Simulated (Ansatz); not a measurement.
## Al2, quintet in cc-pVDZ: errors against full CI

Geometry: that of the Al2, triplet, kept fixed. The triplet lies 1.5 eV lower here.

```yaml
atoms:
  - { symbol: Al, position_ang: [0.0000, 0.0000, 0.0000] }
  - { symbol: Al, position_ang: [0.0000, 0.0000, 2.4788] }
```

Basis cc-pVDZ; Ansatz 0.2.0. Only valence electrons are correlated (noble-gas cores frozen), which leaves 6 electrons in 26 orbitals. Prefix R: restricted or restricted open-shell reference; prefix U: unrestricted. Active spaces: valence = (6e, 8o) chosen from the atoms' valence shells.

Full CI is exact within this basis and frozen core; it isn't the basis-set limit. The frozen core follows each run's orbitals, which can shift R against U totals by a few meV.

For open shells CISD and CISDTQ are restricted-active-space CI with the open shells as a complete middle space.

The UHF ⟨S²⟩ is 6.002. The T1 diagnostic (RCCSD) is 0.0312 and the largest doubles amplitude (RCCSD) is 0.098. The T1 diagnostic (UCCSD) is 0.0320.

```csv
level,E − E(RHF) (eV)
UHF,-0.0105
RMP2,-1.8506
UMP2,-1.8413
RCCSD,-2.3670
UCCSD,-2.3671
RCCSD(T),-2.5207
UCCSD(T),-2.5209
```

(1) Estimate how far full CI in cc-pVDZ lies from RCCSD(T). The table doesn't fix it; the size of (T) and the diagnostics are the guide.

(1) Full CI in cc-pVDZ lies 60 meV below RCCSD(T), which is 39 % of the (T) step (-154 meV). T1 is raised, and the rest is a large part of (T). The miss exceeds 1 kcal/mol.

The other levels:

```tsv
level	E − E(full CI) (meV)	share of correlation (%)	wall time
CISD	191	92.62	0.99 s
BCCD(T)	62	97.59	1.2 s
RCCSDT	16	99.39	–
UCCSDT	15	99.41	–
CISDTQ	2	99.92	8.5 s
RCCSDT(Q)	3	99.86	3.1 s
UCCSDT(Q)	3	99.89	2.9 s
CASSCF (valence space)	1412	45.29	–
NEVPT2 (valence space)	415	83.91	0.72 s
MRCISD (valence space)	65	97.46	–
MRCISD+Q (valence space)	-9	100.36	1.3 s
```

The correlation energy at full CI, counted from RHF, is -2.581 eV. That run took 19 s on 1 thread of Arm Neoverse V2, shared host over 214,888 determinants.

Times hold each run's SCF and search for its determinant on a shared host, so for small cases they say little of a method's own cost; they ran on 1 thread of Arm Neoverse V2.

More than 5 meV below full CI, which no variational method can be: MRCISD+Q (valence space).

The full-CI state has the irrep Au of D2h, in the program's axes (one component, if the state is degenerate).

Natural occupations of full CI about the gap: 1.888 1.017 0.974 0.956 0.956 0.051 0.051 0.027 0.013 0.012; effectively unpaired electrons, Σ n²(2−n)², 4.06.
